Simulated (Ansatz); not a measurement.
Process, species as SMILES: CN (CH3-NH2) → [CH2]N (CH2-NH2) + H atom
B3LYP-D3(BJ)/def2-TZVP geometries, fixed; electronic energies without zero-point terms.
Largest species:
```xyz
7

C      0.0542     0.7048     0.0003
N      0.0439    -0.7575     0.0005
H     -0.9369     1.1793    -0.0070
H     -0.4495    -1.1127     0.8106
H     -0.4377    -1.1131    -0.8166
H      0.5892     1.0603     0.8824
H      0.6020     1.0600    -0.8741
```
Charge 0, spin multiplicity 1.

Effect of a fitting basis named in the input at MP2/cc-pVTZ with Ansatz (a program for electronic structure), against the last row, where the bond dissociation energy is 98.81 kcal/mol. Cores are frozen. Open shells are unrestricted. The default fits or decomposes integrals by the program's own choice; accuracy: high also tightens integrals, grids and stops.

```tsv
setting	largest shift of a total energy (mEh)	shift of the bond dissociation energy (kcal/mol)
fitting: def2-universal-jkfit and def2-SVP-RIFIT	-1.176	-0.210
fitting: def2-universal-jkfit and cc-pVDZ-RIFIT	-0.536	-0.235
fitting: def2-universal-jkfit and cc-pVTZ-RIFIT	0.123	-0.011
fitting: def2-universal-jkfit and aug-cc-pVTZ-RIFIT	0.100	-0.006
fitting: def2-universal-jkfit and cc-pVQZ-RIFIT	0.085	-0.003
fitting: def2-universal-jkfit and aug-cc-pVQZ-RIFIT	0.069	-0.001
accuracy: high	-0.002	0.000
accuracy: medium (default)	0.000	0.000
```

Within 0.02 kcal/mol in the bond dissociation energy: fitting: def2-universal-jkfit and cc-pVTZ-RIFIT; fitting: def2-universal-jkfit and aug-cc-pVTZ-RIFIT; fitting: def2-universal-jkfit and cc-pVQZ-RIFIT; fitting: def2-universal-jkfit and aug-cc-pVQZ-RIFIT; accuracy: high. The largest shift is 1.176 mEh in a total energy and 0.235 kcal/mol in the difference.
